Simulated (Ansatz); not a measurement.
## C$_{2}$H$_{5}$N, singlet: the ladder up to RCCSDT(Q)

Geometry: MP2(full)/6-31G*, from the G2/97 set.

```xyz
8

C    -0.0216   -0.4286    0.7394
N    -0.0216    0.8440    0.0000
C    -0.0216   -0.4286   -0.7394
H     0.9199    1.2370    0.0000
H    -0.9388   -0.6362    1.2800
H    -0.9388   -0.6362   -1.2800
H     0.8863   -0.7396    1.2490
H     0.8863   -0.7396   -1.2490
```

Basis 6-31G; Ansatz 0.2.0. Correlated methods freeze the noble-gas cores, which leaves 18 electrons in 34 orbitals. R marks a restricted (for open shells ROHF) determinant. Active spaces: frontier = (8e, 8o) about the gap.

Full CI isn't at hand for all of this; RCCSDT(Q) serves as the reference, and is uncertain by about the last step of the cluster series.

The UHF ⟨S²⟩ is 0.000. The T1 diagnostic (RCCSD) is 0.0074 and the largest doubles amplitude (RCCSD) is 0.040.

```csv
level,E − E(RHF) (eV)
RMP2,-7.9166
RCCSD,-8.7299
RCCSD(T),-8.9390
```

Question: Estimate how far RCCSDT(Q) in 6-31G lies from RCCSD(T). The table doesn't fix it; the size of (T) and the diagnostics are the guide.

Answer: RCCSDT(Q) in 6-31G lies 0.76 kcal/mol below RCCSD(T), which is 16 % of the (T) step (-4.82 kcal/mol). The diagnostics are small and one determinant leads, so the series closes fast and only a small part of (T) is left.

The other levels:

```
                  level  E − E(RCCSDT(Q)) (kcal/mol)  share of correlation (%)  wall time
                   CISD                        25.38                     87.73      1.3 s
                BCCD(T)                         0.78                     99.62     0.64 s
                 RCCSDT                         0.51                     99.76          –
CASSCF (frontier space)                       134.98                     34.76          –
NEVPT2 (frontier space)                        22.70                     89.03      9.5 s
```

The correlation energy at RCCSDT(Q), counted from RHF, is -8.972 eV. That run took 8 s on 1 thread of AMD EPYC 7R13, shared host.

Times hold each run's SCF and search for its determinant on a shared host, so for small cases they say little of a method's own cost; they ran on 1 thread of AMD EPYC 7R13.

Atomization energy (electronic, same basis, no zero-point term; atoms at the same level, unrestricted beside the R rows where the molecule is a closed shell, with restricted open-shell steps beyond CCSDT(Q)) at RCCSDT(Q): 2498.4 kJ/mol. Errors of other levels:

| level | error (kJ/mol) |
| --- | --- |
| RHF | -579.6 |
| RMP2 | -8.8 |
| CISD | -101.5 |
| RCCSD | -20.3 |
| RCCSD(T) | -2.3 |
| BCCD(T) | -2.1 |
| RCCSDT | -2.1 |

This basis is far from its limit, so the value isn't to be set against a measured one. Truncated CI isn't size-consistent, which counts against it in atomization.
